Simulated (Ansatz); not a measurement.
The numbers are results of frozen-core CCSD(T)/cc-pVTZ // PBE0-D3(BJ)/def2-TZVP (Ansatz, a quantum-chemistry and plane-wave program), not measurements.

Ansatz 0.2 input:
```yaml
crystal:
  periodic: [false, false, false]
  atoms:
    - { symbol: C, position_ang: [-0.758574, -0.032865, 0.003278] }
    - { symbol: C, position_ang: [0.758574, 0.032865, -0.003279] }
    - { symbol: H, position_ang: [-1.191132, 0.671252, -0.711544] }
    - { symbol: H, position_ang: [-1.115445, -1.030887, -0.262148] }
    - { symbol: H, position_ang: [-1.16377, 0.209287, 0.98869] }
    - { symbol: H, position_ang: [1.191132, -0.671251, 0.711543] }
    - { symbol: H, position_ang: [1.16377, -0.209287, -0.98869] }
    - { symbol: H, position_ang: [1.115445, 1.030887, 0.262148] }
basis:
  gaussian: { orbitals: cc-pVTZ }
correlation:
  method: ccsd_t
```

Output:

```
Functional definition: HF
787 factors; integrals over basis functions are off by at most 1.2e-3 eV
mean field evaluation 1: about -2154.9276 eV, gradient 2.7e1 eV
mean field evaluation 2: about -2154.9257 eV, gradient 2.7e1 eV
mean field evaluation 4: about -2156.7463 eV, gradient 2.3e0 eV
mean field evaluation 8: about -2156.7674 eV, gradient 3.2e-4 eV
mean field evaluation 16: about -2156.7669 eV, gradient 2.8e-1 eV
mean field -2156.76738684 eV, -79.2597395568 hartree, gradient 2.2e-6 eV, S^2 0.000000; 0 other end points of the search recorded, 0 dependent functions left out
2 core orbitals not correlated
reference -2156.76738684 eV, -79.2597395568 hartree; 7, 7 occupied and 135, 135 virtual orbitals, 787 factors
second order -10.07063002 eV of doubles, -0.00000000 eV of singles
cycle   1  -10.63380977 eV  change   -5.6e-1 eV  update   5.7e-2
cycle   2  -10.88876635 eV  change   -2.5e-1 eV  update   1.6e-2
cycle   3  -10.91688172 eV  change   -2.8e-2 eV  update   5.0e-3
cycle   4  -10.91682032 eV  change    6.1e-5 eV  update   1.2e-3
cycle   5  -10.91697699 eV  change   -1.6e-4 eV  update   2.6e-4
cycle   6  -10.91700833 eV  change   -3.1e-5 eV  update   7.2e-5
cycle   7  -10.91701385 eV  change   -5.5e-6 eV  update   1.7e-5
perturbative correction -0.36619883 eV, -0.0134575587 hartree
Total energy: -2168.05059952 eV, -79.6743899747 hartree
```

Cost: about 6 core-seconds (a rough figure).
